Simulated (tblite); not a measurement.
Compound: 3-methylpenta-1,2-diene, C₆H₁₀.
SMILES with atom numbers: `[CH2:1]=[C:2]=[C:3]([CH3:4])[CH2:5][CH3:6]` (hydrogens: H7, H8 on C1; H9, H10, H11 on C4; H12, H13 on C5; H14, H15, H16 on C6)

Computed with GFN2-xTB (tblite), gas phase: Langevin dynamics at 300 K from the optimised GFN2-xTB geometry, time step 0.5 fs, friction 0.01 fs⁻¹, 2000 steps.

Start geometry:
```
atom  x, y, z in Å
C1      1.919   -1.093   -1.036
C2      1.067   -0.272   -0.510
C3      0.216    0.551    0.025
C4      0.525    2.014    0.194
C5     -1.142    0.112    0.515
C6     -1.413   -1.371    0.299
H7      1.944   -1.290   -2.097
H8      2.645   -1.622   -0.437
H9     -0.215    2.618   -0.331
H10     0.491    2.284    1.249
H11     1.512    2.251   -0.197
H12    -1.905    0.703   -0.001
H13    -1.217    0.347    1.582
H14    -2.408   -1.630    0.654
H15    -0.684   -1.973    0.837
H16    -1.344   -1.619   -0.757
```

The statistics below take the 31 frames saved every 25 fs from 250 to 1000 fs; their kinetic temperature (all 3N coordinates) averages 303 K.

**Question.** Give the mean, spread and extremes of the bond lengths.

**Answer.** 
| bond | start (Å) | mean (Å) | standard deviation (Å) | shortest (Å) | longest (Å) |
| --- | --- | --- | --- | --- | --- |
| C1=C2 | 1.295 | 1.292 | 0.014 | 1.263 | 1.316 |
| C2=C3 | 1.299 | 1.295 | 0.018 | 1.259 | 1.329 |
| C3–C4 | 1.505 | 1.515 | 0.025 | 1.460 | 1.574 |
| C3–C5 | 1.509 | 1.535 | 0.034 | 1.475 | 1.607 |
| C5–C6 | 1.523 | 1.525 | 0.024 | 1.479 | 1.583 |
| C1–H7 | 1.079 | 1.085 | 0.019 | 1.046 | 1.127 |
| C1–H8 | 1.080 | 1.082 | 0.030 | 1.026 | 1.166 |
| C4–H9 | 1.090 | 1.090 | 0.023 | 1.050 | 1.140 |
| C4–H10 | 1.090 | 1.098 | 0.041 | 1.020 | 1.168 |
| C4–H11 | 1.087 | 1.094 | 0.039 | 1.022 | 1.163 |
| C5–H12 | 1.095 | 1.097 | 0.040 | 1.026 | 1.186 |
| C5–H13 | 1.095 | 1.104 | 0.024 | 1.057 | 1.167 |
| C6–H14 | 1.088 | 1.090 | 0.031 | 1.032 | 1.144 |
| C6–H15 | 1.087 | 1.088 | 0.029 | 1.015 | 1.140 |
| C6–H16 | 1.088 | 1.090 | 0.024 | 1.037 | 1.151 |

**Question.** How far does each atom move about its mean position (frames aligned on the start, all atoms weighted alike), and what rms force does it feel?

**Answer.** 
| atom | rms displacement (Å) | rms force (eV/Å) |
| --- | --- | --- |
| C1 | 0.15 | 1.65 |
| C2 | 0.14 | 1.48 |
| C3 | 0.09 | 1.88 |
| C4 | 0.13 | 1.98 |
| C5 | 0.20 | 2.06 |
| C6 | 0.14 | 2.04 |
| H7 | 0.27 | 0.70 |
| H8 | 0.23 | 0.97 |
| H9 | 0.47 | 0.78 |
| H10 | 0.46 | 1.32 |
| H11 | 0.43 | 1.29 |
| H12 | 0.48 | 1.28 |
| H13 | 0.44 | 0.83 |
| H14 | 0.86 | 1.07 |
| H15 | 0.85 | 1.06 |
| H16 | 0.89 | 0.83 |

The displacements run from 0.09 to 0.89 Å, the largest at H16.

**Question.** Follow the torsion C2–C3–C5–C6 through every second one of these frames.

**Answer.** 
| t (fs) | C2–C3–C5–C6 (°) |
| --- | --- |
| 250 | -1 |
| 300 | -15 |
| 350 | -39 |
| 400 | -44 |
| 450 | -25 |
| 500 | -28 |
| 550 | 7 |
| 600 | -5 |
| 650 | 20 |
| 700 | 17 |
| 750 | 13 |
| 800 | -7 |
| 850 | -26 |
| 900 | -34 |
| 950 | -25 |
| 1000 | -18 |

Largest departure from the start value over all these frames: C2–C3–C5–C6 43° (start -1°).

**Question.** How widely does the potential energy scatter, against a harmonic estimate?

**Answer.** Mean 0.54 eV above the start, standard deviation 0.117 eV, range 0.32 to 0.79 eV. For 42 classical harmonic modes at 300 K the canonical values are 42kT/2 = 0.54 eV and kT·√(42/2) = 0.118 eV.

The run is classical and short, so these are rough statistics of one trajectory.

What follows is the cost of the whole dynamics run. Hardware: an AMD EPYC 9R45 with one thread, shared host. Cost: 4.9 s, 0.18 GiB resident at most.
